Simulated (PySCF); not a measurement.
Species: C₆H₁₀.
SMILES: `C=CC/C=C\C`

Torsions of this conformer, `[CH2:1]=[CH:2][CH2:3]/[CH:4]=[CH:5]\[CH3:6]`: C1–C2–C3–C4 -115°, C2–C3–C4–C5 -117°.

The closed-shell ground state was solved at several levels (PySCF, density fitting, gas phase, non-relativistic). The structure is a single PBE0-D3(BJ)/def2-SVP conformer in the gas phase; no vibrational or solvent corrections.

```tsv
level	basis functions	total energy (Eh)	HOMO (eV)	LUMO (eV)	gap (eV)	dipole (D)
PBE0/pcSseg-1	152	-234.2886	-7.00	0.06	7.06	0.54
B3LYP/def2-SVPD	200	-234.4619	-6.80	-0.26	6.54	0.54
B3LYP/pcJ-1	262	-234.6361	-6.76	-0.15	6.61	0.51
```

Estimate the row for wB97X-D/pcSseg-2, a basis of 356 functions; the other rows only guide the guess.

Total energy -234.6175 Eh, HOMO -8.81 eV, LUMO 1.73 eV, gap 10.54 eV, dipole 0.56 D.

Over all these levels, which gives the widest orbital gap and which the narrowest?

wB97X-D/pcSseg-2 (range-separated hybrid) has the widest, 10.54 eV, and B3LYP/def2-SVPD (global hybrid, 20 % exact exchange) the narrowest, 6.54 eV. Functional and basis both differ between the two, so the spread mixes both effects.

How far do the dipole and the HOMO energy spread over the levels?

The dipole runs from 0.51 to 0.56 D (mean 0.54 D) and the HOMO from -8.81 to -6.76 eV.

Note: wB97X-D ran without an empirical dispersion term, which enters the total energy and its gradient alone.
